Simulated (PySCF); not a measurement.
Gas-phase reaction: 3 BCl2NH2 + BH3 + Cl2 = 3 NH3 + 4 BCl2

Computed with PySCF and rigid-rotor harmonic-oscillator thermochemistry at 1 bar. † marks an energy on the PBE0/def2-TZVP geometry and frequencies; other levels use their own. MP2 freezes the core. Open shells (unrestricted): BCl2 (multiplicity 2); the rest are closed-shell singlets. BCl2NH2: computed as isolated molecules; such fragments, hydroxides, amides, oligomers or adducts are transient or little studied in the gas. MP2 isn't extrapolated to the basis-set limit; its ΔH°(298 K) is 865.7 kJ in def2-SVP and 868.9 kJ in def2-TZVPP. The harmonic model lacks anharmonicity and excited electronic states, which grow with temperature; levels with a mode under 35 cm⁻¹ are left out. Internal rotation in BCl2NH2 is treated as a harmonic vibration of one conformer, which makes the entropy rough.

```tsv
level	ΔE electronic, kJ	ΔH°(298 K), kJ	ΔS°(298 K), J/K	ΔG°(1800 K), kJ
M06-2X/def2-TZVP†	893	885	365	269
MP2/def2-SVP†	874	866	365	250
PBE0/def2-QZVP†	838	829	365	213
PBE0/def2-TZVP	848	840	365	224
LDA/def2-TZVP†	958	950	365	334
ωB97M-V/def2-TZVP†	930	922	365	306
ωB97X-V/def2-TZVP†	913	905	365	289
```
ΔH° is lowest at PBE0/def2-QZVP† and highest at LDA/def2-TZVP†. No reference value is set beside these.
